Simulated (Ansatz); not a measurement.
Process, species as SMILES: C=CF → C=[C]F + H atom
B3LYP-D3(BJ)/def2-TZVP geometries, fixed; electronic energies without zero-point terms.

Basis-set convergence of the bond dissociation energy at PBE0 with Ansatz (an electronic-structure program). Cartesian d functions, on some or all atoms, in 6-31G*; all else is spherical. The program fits the integrals of some runs and decomposes those of others, by size. Open shells are unrestricted. No added dispersion term, no relativity. Functions are those of the species that has most. Reference: the value in aug-pcseg-3, 114.72 kcal/mol, itself unsure by roughly 0.02 kcal/mol (its mean distance from aug-cc-pVQZ, def2-QZVPPD, pcseg-3). Deviations are taken from unrounded values.

```json
[
 {"basis": "3-21G", "functions": "33", "bond dissociation energy (kcal/mol)": "115.75", "minus reference (kcal/mol)": "1.03"},
 {"basis": "6-31G*", "functions": "51", "bond dissociation energy (kcal/mol)": "114.41", "minus reference (kcal/mol)": "-0.30"},
 {"basis": "def2-SVP", "functions": "57", "bond dissociation energy (kcal/mol)": "113.90", "minus reference (kcal/mol)": "-0.82"},
 {"basis": "6-311G**", "functions": "72", "bond dissociation energy (kcal/mol)": "114.50", "minus reference (kcal/mol)": "-0.22"},
 {"basis": "6-311+G**", "functions": "84", "bond dissociation energy (kcal/mol)": "114.95", "minus reference (kcal/mol)": "0.23"},
 {"basis": "def2-SVPD", "functions": "87", "bond dissociation energy (kcal/mol)": "115.11", "minus reference (kcal/mol)": "0.40"},
 {"basis": "aug-cc-pVDZ", "functions": "96", "bond dissociation energy (kcal/mol)": "114.43", "minus reference (kcal/mol)": "-0.29"},
 {"basis": "pcseg-2", "functions": "132", "bond dissociation energy (kcal/mol)": "114.73", "minus reference (kcal/mol)": "0.01"},
 {"basis": "def2-TZVPP", "functions": "135", "bond dissociation energy (kcal/mol)": "114.63", "minus reference (kcal/mol)": "-0.09"},
 {"basis": "jun-cc-pV(T+d)Z", "functions": "159", "bond dissociation energy (kcal/mol)": "114.77", "minus reference (kcal/mol)": "0.06"},
 {"basis": "cc-pVQZ", "functions": "255", "bond dissociation energy (kcal/mol)": "114.66", "minus reference (kcal/mol)": "-0.06"},
 {"basis": "def2-QZVPP", "functions": "261", "bond dissociation energy (kcal/mol)": "114.66", "minus reference (kcal/mol)": "-0.06"},
 {"basis": "aug-cc-pVQZ", "functions": "378", "bond dissociation energy (kcal/mol)": "114.70", "minus reference (kcal/mol)": "-0.01"}
]
```

The smallest set listed that lies within 0.5 kcal/mol of the reference with all its larger relatives (same family, alike in diffuse functions; a set with none counts only in the reference's own line) is 6-311+G** (84 functions, 0.23 kcal/mol off). Inside the window by cancellation, since a larger relative falls out: 6-31G*. Inside, with no larger relative to test it: 6-311G**, cc-pVQZ. (Relatives not listed, tested too: 6-31G** 0.69, 6-311++G(2d,2p) 0.44, def2-TZVPD -0.17, def2-TZVPPD 0.03, 6-311++G(3df,3pd) 0.07, aug-cc-pVTZ -0.01, def2-QZVP -0.06, pcseg-3 0.00, def2-QZVPPD -0.05 kcal/mol.)
